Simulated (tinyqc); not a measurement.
Extended Hueckel theory, for H2O+, step by step. The parameters take no account of the charge, which enters only through the electron count. One step of it, computed by the program tinyqc.

Question. Wolfsberg-Helmholz matrix. H_ij = K' S_ij (H_ii + H_jj)/2 for i != j (the diagonal keeps H_ii), with K' = 1.75.

overlap S, lower triangle:
```
,1O 2s,1O 2px,1O 2py,1O 2pz,2H 1s,3H 1s
1O 2s,1.000000
1O 2px,0.000000,1.000000
1O 2py,0.000000,0.000000,1.000000
1O 2pz,0.000000,0.000000,0.000000,1.000000
2H 1s,0.505765,0.000000,0.340399,0.240804,1.000000
3H 1s,0.505765,0.000000,-0.340399,0.240804,0.247240,1.000000
```

diagonal H_ii (eV): 1O 2s -32.300000, 1O 2px -14.800000, 1O 2py -14.800000, 1O 2pz -14.800000, 2H 1s -13.600000, 3H 1s -13.600000

K = 1.750000

Give: H.

Answer.

H (eV), lower triangle:
```
,1O 2s,1O 2px,1O 2py,1O 2pz,2H 1s,3H 1s
1O 2s,-32.3000
1O 2px,0.0000,-14.8000
1O 2py,0.0000,0.0000,-14.8000
1O 2pz,0.0000,0.0000,0.0000,-14.8000
2H 1s,-20.3128,0.0000,-8.4589,-5.9840,-13.6000
3H 1s,-20.3128,0.0000,8.4589,-5.9840,-5.8843,-13.6000
```
